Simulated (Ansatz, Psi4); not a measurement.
System: ammonia, NH$_{3}$, net charge 0, singlet state. SMILES: N
Coordinates optimised at B3LYP-D3(BJ)/def2-TZVP (Ansatz, a program for electronic structure):
```
N
H 1 1.0136
H 1 1.0136 2 107.33
H 1 1.0136 2 107.33 3 -115.09
```
Charge 0, spin multiplicity 1.

Quantity: atomisation energy, in kcal/mol. Terms: six Cartesian d functions in 6-31G* and its kin unless marked 5d; no spin-orbit coupling; open shells spin-unrestricted; non-relativistic; atomisation electronic, to ground-state atoms; valence correlation only; dispersion terms only where a functional's name holds one; LANL2DZ all-electron up to Ne; 6-311+G** with 5d. CBS marks a two-point X^-3 extrapolation of the correlation energy; Hartree-Fock from the larger set (for Q and 5 zeta extrapolated as (X+1)exp(-9√X)). First-principles rows: single points at B3LYP-D3(BJ) geometries (Ansatz).

Coupled cluster (Ansatz) is a level with limits of its own, used here on species with T1 under 0.025 (0.045 for open shells) and stable references: CCSD(T)/CBS(cc-pVQZ,cc-pV5Z).

Value to compare with, CCSD(T)/CBS(cc-pVQZ,cc-pV5Z) (Ansatz): 297.5 kcal/mol.

```json
[
 {"level": "HF/STO-3G", "program": "Ansatz", "atomisation energy (kcal/mol)": "210.4", "difference": "-87.1"},
 {"level": "HF/LANL2DZ", "program": "Ansatz", "atomisation energy (kcal/mol)": "179.6", "difference": "-117.9"},
 {"level": "PBE/6-31G*", "program": "Ansatz", "atomisation energy (kcal/mol)": "291.7", "difference": "-5.8"},
 {"level": "PBE/def2-SVP", "program": "Ansatz", "atomisation energy (kcal/mol)": "294.8", "difference": "-2.7"},
 {"level": "B3LYP/6-31G*", "program": "Ansatz", "atomisation energy (kcal/mol)": "290.2", "difference": "-7.3"},
 {"level": "B3LYP/6-311+G**", "program": "Ansatz", "atomisation energy (kcal/mol)": "298.3", "difference": "0.8"},
 {"level": "wB97X-D/6-31G*", "program": "Psi4", "atomisation energy (kcal/mol)": "288.3", "difference": "-9.2"},
 {"level": "MP2/LANL2DZ", "program": "Ansatz", "atomisation energy (kcal/mol)": "235.5", "difference": "-62.0"},
 {"level": "MP2/6-31G*", "program": "Ansatz", "atomisation energy (kcal/mol)": "252.5", "difference": "-45.0"},
 {"level": "B3LYP-D3(BJ)/def2-TZVPD", "program": "Ansatz + dftd3", "atomisation energy (kcal/mol)": "300.3", "difference": "2.8"}
]
```

Among the 9 habitual levels, HF/LANL2DZ lies farthest from CCSD(T)/CBS(cc-pVQZ,cc-pV5Z) (Ansatz) (-117.9 kcal/mol) and B3LYP/6-311+G** nearest (0.8); 1 of 9 lie above it, and their mean absolute difference is 37.5 kcal/mol, the median 9.2. One case shows no general order.

The levels are drawn from those run, B3LYP/6-31G* more often than the rest, none by its result; runs whose electronic state is in doubt are left out.
